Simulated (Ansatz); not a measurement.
# C3H8O2: up Jacob's ladder to CCSD(T)

The task here is to estimate one member of a computed series from the others.

Program: Ansatz 0.2.0, Gaussian basis. Level of theory: functionals in def2-TZVPP, the program's frozen cores in correlated methods. These are calculated values, not measurements.

Plan: PBE-D4, r2SCAN-D4, PBE0-D4, B3LYP-D4, ωB97X-V, ωB97M-V, B2PLYP; CCSD(T)/def2-TZVPP; MP2/def2-QZVPP; extrapolation to the limit.

## The geometry

The geometry comes from an earlier relaxation with PBE0-D4 in a triple-zeta def2 set; it is a stationary point, not always the lowest conformer.

SMILES `COCOC`, 13 atoms, charge 0, spin multiplicity 1.

Atoms are counted from 1 here; the program's logs count them from 0.

Bond lengths: C1–O2 1.410 Å, C1–H6 1.093 Å, C1–H7 1.098 Å, C1–H8 1.089 Å, O2–C3 1.373 Å, C3–O4 1.402 Å, C3–H9 1.099 Å, C3–H10 1.108 Å, O4–C5 1.400 Å, C5–H11 1.090 Å, C5–H12 1.099 Å, C5–H13 1.099 Å. Angles: O2–C1–H6 111.5°, O2–C1–H7 110.8°, O2–C1–H8 107.0°, H6–C1–H7 108.9°, H6–C1–H8 109.4°, H7–C1–H8 109.1°, C1–O2–C3 113.6°, O2–C3–O4 110.1°, O2–C3–H9 106.9°, O2–C3–H10 111.1°, O4–C3–H9 110.5°, O4–C3–H10 109.0°, H9–C3–H10 109.3°, C3–O4–C5 112.1°, O4–C5–H11 107.5°, O4–C5–H12 111.7°, O4–C5–H13 111.7°, H11–C5–H12 108.9° and more.

The first run:

The input, in.yaml:

```yaml
crystal:
  periodic: [false, false, false]
  atoms:
    - {symbol: C, position_ang: [-1.590912, 1.143296, 0.753310]}
    - {symbol: O, position_ang: [-0.265634, 1.003265, 1.213863]}
    - {symbol: C, position_ang: [0.575946, 0.424027, 0.296736]}
    - {symbol: O, position_ang: [0.222528, -0.917946, 0.098791]}
    - {symbol: C, position_ang: [1.005313, -1.527854, -0.889270]}
    - {symbol: H, position_ang: [-2.069664, 0.171367, 0.607625]}
    - {symbol: H, position_ang: [-1.618858, 1.700116, -0.193107]}
    - {symbol: H, position_ang: [-2.133866, 1.704938, 1.512658]}
    - {symbol: H, position_ang: [1.592662, 0.496787, 0.706447]}
    - {symbol: H, position_ang: [0.533856, 0.955221, -0.674790]}
    - {symbol: H, position_ang: [0.664048, -2.557784, -0.988642]}
    - {symbol: H, position_ang: [0.899293, -1.023187, -1.860172]}
    - {symbol: H, position_ang: [2.070487, -1.533646, -0.618250]}
basis:
  gaussian: {orbitals: def2-TZVPP}
hamiltonian: {xc: pbe, dispersion: d4}
output: {forces: true, orbitals: {seedname: orbitals}}
```

Run with:

```
> ansatz run in.yaml --threads 4 --pin off --events-out ev --progress --plain --max-ram 10444MiB
```

Among the steps run: PBE-D4 (GGA); r2SCAN-D4 (meta-GGA); PBE0-D4 (hybrid); B3LYP-D4 (hybrid); ωB97X-V (range-separated); ωB97M-V (range-separated); B2PLYP (double hybrid); CCSD(T) in def2-TZVPP; MP2 in def2-QZVPP.

One of the session's tables, all rows but one given; the rest of the session is left out.

It belongs to the step «Atomisation energies». 

| method | atoms, summed (eV) | atomisation energy (kcal/mol) |
| --- | --- | --- |
| PBE-D4 | -7276.438 | 1214.3 |
| r2SCAN-D4 | -7282.186 | 1188.9 |
| PBE0-D4 | -7278.001 | 1189.5 |
| B3LYP-D4 | -7286.889 | 1187.0 |
| ωB97X-V | -7283.960 | 1188.8 |
| ωB97M-V | -7283.029 | 1190.0 |
| B2PLYP | -7281.054 | 1175.3 |
| HF/def2-TZVPP | -7257.472 | 852.6 |
| MP2/def2-TZVPP | -7270.578 | 1176.2 |
| CCSD/def2-TZVPP | -7273.148 | 1141.9 |
| CCSD(T)/def2-TZVPP | ? | ? |
| MP2/CBS | -7273.120 | 1204.8 |
| CCSD(T)/CBS | -7276.010 | 1187.3 |

Estimate the missing values for CCSD(T)/def2-TZVPP.

As computed: atoms, summed (eV): -7273.469; atomisation energy (kcal/mol): 1158.7. In the column «atoms, summed (eV)» it lies between CCSD(T)/CBS (-7276.010) and CCSD/def2-TZVPP (-7273.148).

Limits of these values: Free atoms (3 C, 2 O, 8 H) were run apart at each level; the atomisation energy is their sum less the molecule, without zero-point or spin-orbit terms.
